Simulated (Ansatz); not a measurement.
Relaxation of C₂H₂F (5 atoms, charge 0, multiplicity 2), to a largest force component of 0.02 eV/Å in at most 50 steps.

All numbers below come from Ansatz 0.2.0, UKS PBE-D4/def2-SVP.

```xyz
5
Properties=species:S:1:pos:R:3
C 0.299 -0.828 0.170
C -0.222 0.402 -0.041
F 0.375 1.292 -0.848
H 0.720 -1.749 0.311
H -1.121 0.809 0.366
```

**Question.** Where does it end, and by what steps?

**Answer.** It converged. After 9 steps the energy has fallen by 0.261 eV; H4 moved furthest, 0.25 Å.

```json
{"step": "0", "energy less start (eV)": "0.0000", "largest force component (eV/Å)": "4.531", "accepted": "yes"}
{"step": "1", "energy less start (eV)": "-0.1265", "largest force component (eV/Å)": "0.990", "accepted": "yes"}
{"step": "2", "energy less start (eV)": "-0.0619", "largest force component (eV/Å)": "1.218", "accepted": "no"}
{"step": "3", "energy less start (eV)": "-0.1781", "largest force component (eV/Å)": "0.187", "accepted": "yes"}
{"step": "4", "energy less start (eV)": "-0.1872", "largest force component (eV/Å)": "0.157", "accepted": "yes"}
{"step": "5", "energy less start (eV)": "-0.1999", "largest force component (eV/Å)": "0.949", "accepted": "yes"}
{"step": "6", "energy less start (eV)": "-0.2546", "largest force component (eV/Å)": "0.692", "accepted": "yes"}
{"step": "7", "energy less start (eV)": "-0.2606", "largest force component (eV/Å)": "0.048", "accepted": "yes"}
{"step": "8", "energy less start (eV)": "-0.2606", "largest force component (eV/Å)": "0.023", "accepted": "yes"}
{"step": "9", "energy less start (eV)": "-0.2606", "largest force component (eV/Å)": "0.003", "accepted": "yes"}
```

```xyz
5
Properties=species:S:1:pos:R:3
C 0.110 -0.859 0.311
C -0.244 0.371 -0.016
F 0.467 1.168 -0.852
H 0.872 -1.627 0.155
H -1.154 0.872 0.361
```

Run time: 15 s on 1 thread of Arm Neoverse V1 (shared host), peak memory 0.12 GiB.
